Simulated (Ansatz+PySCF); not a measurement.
The numbers below are computed, except where a source is named.
This PySCF input gave a total energy of -62.67782 hartree.

```python
from pyscf import gto, scf

mol = gto.M(atom="""
N 0.000000 0.000000 -0.196270
H 0.000000 0.000000 1.373900
Li 30.000000 0.000000 -0.878810
H 30.000000 0.000000 2.636440
""", basis='6-31g', charge=0, spin=2)
mf = scf.ROHF(mol)
mf.init_guess = 'minao'
mf.kernel()
while True:  # follow internal instabilities
    mo, _, stable, _ = mf.stability(return_status=True)
    if stable: break
    mf.kernel(mf.make_rdm1(mo, mf.mo_occ))
print(mf.converged, mf.e_tot, mf.spin_square()[0])
```

Q: Write an input for Ansatz with the same method and basis set.

A:

```yaml
crystal:
  periodic: [false, false, false]
  atoms:
    - { symbol: "N", position_ang: [0.0, 0.0, -0.19627] }
    - { symbol: H, position_ang: [0.0, 0.0, 1.3739] }
    - { symbol: Li, position_ang: [30.0, 0.0, -0.87881] }
    - { symbol: H, position_ang: [30.0, 0.0, 2.63644] }
basis:
  gaussian: { orbitals: "6-31G" }
magnetization:
  initial_magnetization: 2
hamiltonian:
  xc: hf
scf:
  omitted_lower_state_checks: [starts, atomic_configurations, cluster_reference, orbital_swaps, given_window_search, neighbouring_geometries, increment]
```

Ansatz (development build ahead of 0.2.0) gave -62.67782 hartree, 0.03 meV from the first. This is not the lowest solution: another run reaches a determinant 1.58 eV lower. Caution: an unrestricted determinant lies well below.
